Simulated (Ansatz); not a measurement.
**BH₂, doublet in aug-cc-pVDZ: errors against full CI**

Geometry: a point of a breathe scan, not a stationary point.

```xyz
3

B     0.0000   -0.1611    0.0000
H     0.0000    0.8641   -2.1691
H     0.0000    0.8641    2.1691
```

Basis aug-cc-pVDZ; Ansatz 0.2.0. Correlated methods freeze the noble-gas cores, which leaves 5 electrons in 40 orbitals. R marks a restricted (for open shells ROHF) determinant, U an unrestricted one. Active spaces: pair = (3e, 3o) about the gap; valence = (5e, 6o) chosen from the atoms' valence shells.

Full CI is exact within this basis and frozen core; it isn't the basis-set limit. The frozen core follows each run's orbitals, which can shift R against U totals by a few meV.

Unrestricted rows (U) aren't spin-pure: their determinants' ⟨S²⟩ exceeds S(S+1) by up to 0.77, so they mix in states of higher spin. Coupled cluster chose its determinant by trial CCSD, here up to 0.81 eV above the lowest Hartree–Fock solution of its kind.

The UHF ⟨S²⟩ is 1.522, the T1 diagnostic (RCCSD) is 0.0943 and the largest doubles amplitude (RCCSD) is 0.189. The T1 diagnostic (UCCSD) is 0.1001.

| level | E − E(full CI) (meV) | share of correlation (%) | wall time |
| --- | --- | --- | --- |
| UHF | 2546 | 43.53 | – |
| UMP2 | 1351 | 70.04 | – |
| RCCSD* | 302 | 93.31 | – |
| UCCSD | 215 | 95.23 | – |
| RCCSD(T)* | 84 | 98.15 | 5.5 s |
| UCCSD(T) | 101 | 97.76 | 4.5 s |
| BCCD(T)* | 111 | 97.54 | 6 s |
| RCCSDT* | 7 | 99.84 | – |
| UCCSDT | 5 | 99.88 | – |
| RCCSDT(Q)* | -1 | 100.02 | 30 s |
| UCCSDT(Q) | -4 | 100.10 | 16 s |
| CASSCF (pair space) | 2257 | 49.95 | – |
| NEVPT2 (pair space) | 950 | 78.93 | 1.3 s |
| CASSCF (valence space) | 1064 | 76.39 | – |
| NEVPT2 (valence space) | 319 | 92.93 | 0.77 s |
| MRCISD (valence space) | 35 | 99.22 | – |
| MRCISD+Q (valence space) | 1 | 99.98 | 1.3 s |

An asterisk marks runs whose energy the program itself flagged as in doubt.

The correlation energy at full CI, counted from the determinant under the R cluster runs, is -4.508 eV. That run took 25 s on 1 thread of Intel Xeon Platinum 8375C, shared host over 1,948,494 determinants.

Run but not shown, since their state or frozen core can't be matched to the reference's or they repeat it: RHF, RMP2, CISD.

Times hold each run's SCF and search for its determinant on a shared host, so for small cases they say little of a method's own cost; they ran on 1 thread of Intel Xeon Platinum 8375C.

The full-CI state has the irrep A1 of C2v, in the program's axes.

Natural occupations of full CI about the gap: 1.872 1.670 1.000 0.227 0.133 0.052 0.008 0.006 0.006 0.005; effectively unpaired electrons, Σ n²(2−n)², 1.60.
